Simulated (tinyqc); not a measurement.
Starting guesses with plain Roothaan steps: SCF starting guesses in the sto-3g basis, for LiH, spin multiplicity 3. Computed by the program tinyqc with PySCF. 

Geometry (angstrom):
```
atom,x,y,z
Li,0.0000,0.0000,0.0000
H,0.0000,0.0000,1.8880
```

lowest solution found by these runs and by PySCF with stability checks = -7.774696 hartree

UHF with one setting changed at a time; a run stops when the energy changes by less than 1e-09 hartree and the error matrix is below 1e-5. Starts: the lowest orbitals of the core Hamiltonian, of the Wolfsberg-Helmholz matrix (K = 1.75), projected atomic densities, random orbitals, and the highest orbitals of the core Hamiltonian (a deliberately bad start).

Largest element of the error matrix X^T (FDS - SDF) X:
```
iteration,core,Wolfsberg-Helmholz,atomic densities,random,highest core orbitals
1,1.2e-01,1.2e-01,8.4e-02,1.1e+00,6.3e-02
2,4.0e-02,5.1e-02,1.3e-01,1.1e-01,1.1e-01
3,1.5e-02,2.0e-02,2.0e-02,3.3e-02,3.1e-02
4,6.2e-03,7.7e-03,4.2e-03,1.9e-02,1.5e-02
5,2.5e-03,3.0e-03,2.1e-03,2.1e-02,7.8e-03
6,1.0e-03,1.5e-03,1.0e-03,2.2e-02,4.0e-03
8,1.7e-04,4.1e-04,2.7e-04,1.9e-02,1.1e-03
10,2.7e-05,1.1e-04,6.9e-05,1.4e-02,2.8e-04
14,-,7.5e-06,4.7e-06,6.3e-03,1.9e-05
20,-,-,-,1.7e-03,-
30,-,-,-,1.9e-04,-
45,-,-,-,7.1e-06,-
```

How each run ends:
```
run,iterations,E (hartree),state
core,12,-7.717701,higher
Wolfsberg-Helmholz,14,-7.774696,lowest found
atomic densities,14,-7.774696,lowest found
random,45,-7.774696,lowest found
highest core orbitals,16,-7.774696,lowest found
```

4 of 5 runs reach the lowest solution found, in 14 to 45 iterations (fastest: Wolfsberg-Helmholz, atomic densities). Ending on a higher stationary point: core; a small error matrix cannot reveal that, and an occupation fixed by the start is kept by symmetry or by the shape of the basin. The first errors are 1e-01, 1e-01, 8e-02, 1e+00, 6e-02; the deliberately bad start has the smallest one, so a small first error does not mark a good start.
